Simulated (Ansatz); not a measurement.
Job for Ansatz (a quantum-chemistry and plane-wave program): R-PBE/def2-TZVPPD on H2O (SMILES O). Files ending in .json are basis or fitting sets from the Basis Set Exchange.

Ansatz 0.2 input:
```yaml
crystal:
  periodic: [false, false, false]
  atoms:
    - {symbol: O, position_ang: [0.06254775, 0.00000000, -1.42263208]}
    - {symbol: H, position_ang: [-0.40696540, -0.76017841, -1.77174450]}
    - {symbol: H, position_ang: [-0.40696540, 0.76017841, -1.77174450]}
basis:
  gaussian:
    orbitals: def2-TZVPPD.json
hamiltonian:
  xc: {name: PBE}
scf: {lower_state_search: off}
```

It printed:

```
Functional definition: PBE
[...]
these checks for a lower state are left out or cut short: stability, starts, cluster_reference, orbital_swaps, neighbouring_geometries, increment
integrals: 0.01 GiB planned
302 factors; their error is unknown
mean field: 0.11 GiB planned
mean field evaluation 1: about -2072.8389 eV, gradient 6.0e1 eV
mean field evaluation 2: about -2043.3592 eV, gradient 1.3e2 eV
mean field evaluation 4: about -2078.5008 eV, gradient 1.1e0 eV
mean field evaluation 8: about -2078.5000 eV, gradient 1.9e-2 eV
mean field -2078.50004861 eV, -76.3834679283 hartree, gradient 8.0e-6 eV, S^2 0.000000; 0 other end points of the search recorded, 0 dependent functions left out
reference -2078.50008819 eV, -76.3834693830 hartree; 5, 5 occupied and 69, 69 virtual orbitals, 302 factors
Total energy: -2078.50008819 eV, -76.3834693830 hartree
Checks for a lower state left out: stability, starts, cluster_reference, orbital_swaps, neighbouring_geometries, increment
```

The calculation finished and met its thresholds.

Cost: roughly 0.28 core-seconds.
